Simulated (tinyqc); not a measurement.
Worked calculation (part 2 of 2): ROHF in the sto-3g basis, for LiH, spin multiplicity 3. Computed by tinyqc, a small Python program that keeps every step (integrals from PySCF). Command: `OMP_NUM_THREADS=1 python tinyqc.py 29520 29521 out.jsonl` (the two numbers bound the seeds that draw the settings). One thread of a shared host (Intel(R) Xeon(R) Processor @ 2.60GHz), about 0.07 s of CPU time with the checks.

Geometry (angstrom):
```
atom         x         y         z
Li    0.000000  0.000000  0.000000
H     0.000000  0.000000  2.372000
```

## Iteration 13 (converged): orbitals

converged F (hartree):
```
            1Li 1s     1Li 2s   1Li 2px   1Li 2py    1Li 2pz      2H 1s
1Li 1s   -2.341447  -0.639015  0.000000  0.000000  -0.007393  -0.033386
1Li 2s   -0.639015  -0.202634  0.000000  0.000000   0.012356  -0.097930
1Li 2px   0.000000   0.000000  0.165256  0.000000   0.000000   0.000000
1Li 2py   0.000000   0.000000  0.000000  0.165256   0.000000   0.000000
1Li 2pz  -0.007393   0.012356  0.000000  0.000000   0.156679  -0.090647
2H 1s    -0.033386  -0.097930  0.000000  0.000000  -0.090647  -0.160483
```

X:
```
                 1          2          3         4          5         6
1Li 1s    0.351790   0.730643   0.000000  0.000000   0.586030  0.251113
1Li 2s   -0.651959  -0.562739   0.000000  0.000000   0.455276  0.419974
1Li 2px   0.000000   0.000000   0.785278  0.619143   0.000000  0.000000
1Li 2py   0.000000   0.000000  -0.619143  0.785278   0.000000  0.000000
1Li 2pz  -0.666439   0.536145   0.000000  0.000000  -0.474674  0.412606
2H 1s     0.853909  -0.312220   0.000000  0.000000  -0.264290  0.539219
```

Diagonalise F' = X^T F X, C = X C', fill 3 alpha and 1 beta electrons from the bottom; D(s) = C_occ C_occ^T. Each column has its largest component positive (the first on a tie).

F' = X^T F X (hartree):
```
           1          2         3         4          5          6
1   0.076145  -0.306350  0.000000  0.000000  -0.238557  -0.278293
2  -0.306350  -0.761337  0.000000  0.000000  -0.987710  -0.411628
3   0.000000   0.000000  0.165256  0.000000   0.000000   0.000000
4   0.000000   0.000000  0.000000  0.165256   0.000000   0.000000
5  -0.238557  -0.987710  0.000000  0.000000  -1.153082  -0.610923
6  -0.278293  -0.411628  0.000000  0.000000  -0.610923  -0.429137
```

orbital energies (hartree): MO1 -2.344056, MO2 -0.179613, MO3 0.000890, MO4 0.165256, MO5 0.165256, MO6 0.255367

coefficients C:
```
               MO1        MO2        MO3       MO4        MO5        MO6
1Li 1s    0.991039  -0.095269  -0.254736  0.000000   0.000000  -0.089219
1Li 2s    0.035089   0.299069   0.955709  0.000000   0.000000   0.348321
1Li 2px   0.000000   0.000000   0.000000  0.134264   0.990946   0.000000
1Li 2py   0.000000   0.000000   0.000000  0.990946  -0.134264   0.000000
1Li 2pz   0.004094   0.069407  -0.298238  0.000000   0.000000   1.016549
2H 1s    -0.004945   0.870503  -0.360356  0.000000   0.000000  -0.547350
```

D(alpha) after iteration 13:
```
            1Li 1s     1Li 2s   1Li 2px   1Li 2py    1Li 2pz      2H 1s
1Li 1s    1.056125  -0.237171  0.000000  0.000000   0.073417   0.003963
1Li 2s   -0.237171   1.004052  0.000000  0.000000  -0.264128  -0.084229
1Li 2px   0.000000   0.000000  0.000000  0.000000   0.000000   0.000000
1Li 2py   0.000000   0.000000  0.000000  0.000000   0.000000   0.000000
1Li 2pz   0.073417  -0.264128  0.000000  0.000000   0.093780   0.167871
2H 1s     0.003963  -0.084229  0.000000  0.000000   0.167871   0.887656
```

D(beta) after iteration 13:
```
            1Li 1s     1Li 2s   1Li 2px   1Li 2py    1Li 2pz      2H 1s
1Li 1s    0.982158   0.034775  0.000000  0.000000   0.004057  -0.004900
1Li 2s    0.034775   0.001231  0.000000  0.000000   0.000144  -0.000174
1Li 2px   0.000000   0.000000  0.000000  0.000000   0.000000   0.000000
1Li 2py   0.000000   0.000000  0.000000  0.000000   0.000000   0.000000
1Li 2pz   0.004057   0.000144  0.000000  0.000000   0.000017  -0.000020
2H 1s    -0.004900  -0.000174  0.000000  0.000000  -0.000020   0.000024
```

Within a degenerate level the vectors are fixed only up to a rotation; this is one choice.

## Convergence

Stop when the energy changes by less than 1e-09 hartree and every element of the error matrix X^T (F D S - S D F) X is below 9e-06.

Course of the cycle:
```
iteration  E (hartree)     change  largest element of the error matrix
1          -7.64606839          -                             1.46e-01
2          -7.77033609  -1.24e-01                             3.64e-02
3          -7.77689124  -6.56e-03                             7.62e-03
4          -7.77735432  -4.63e-04                             3.88e-03
5          -7.77746115  -1.07e-04                             1.89e-03
6          -7.77748574  -2.46e-05                             9.06e-04
7          -7.77749134  -5.60e-06                             4.32e-04
8          -7.77749261  -1.27e-06                             2.06e-04
9          -7.77749290  -2.87e-07                             9.77e-05
10         -7.77749297  -6.48e-08                             4.64e-05
11         -7.77749298  -1.46e-08                             2.21e-05
12         -7.77749298  -3.30e-09                             1.05e-05
13         -7.77749298  -7.44e-10                             4.97e-06
```

PySCF ROHF in the same basis = -7.77749298 hartree

Converged in 13 iterations.

## Populations, bond orders and dipole

overlap S:
```
           1Li 1s    1Li 2s   1Li 2px   1Li 2py   1Li 2pz     2H 1s
1Li 1s   1.000000  0.241137  0.000000  0.000000  0.000000  0.011360
1Li 2s   0.241137  1.000000  0.000000  0.000000  0.000000  0.220805
1Li 2px  0.000000  0.000000  1.000000  0.000000  0.000000  0.000000
1Li 2py  0.000000  0.000000  0.000000  1.000000  0.000000  0.000000
1Li 2pz  0.000000  0.000000  0.000000  0.000000  1.000000  0.327258
2H 1s    0.011360  0.220805  0.000000  0.000000  0.327258  1.000000
```

Mulliken: Z minus the diagonal of D S on the atom; Loewdin: the same with S^(1/2) D S^(1/2); Mayer order: 2 sum_s sum (D(s) S)_ij (D(s) S)_ji over the two atoms.

Charges (e):
```
atom   Mulliken    Loewdin  Mulliken spin
1Li   -0.076036  -0.106721       1.075884
2H     0.076036   0.106721       0.924116
```

Mayer bond orders:
```
pair     order
2-1   0.140228
```

dipole moment about the origin, x y z (debye): 0.000000  0.000000  2.931133
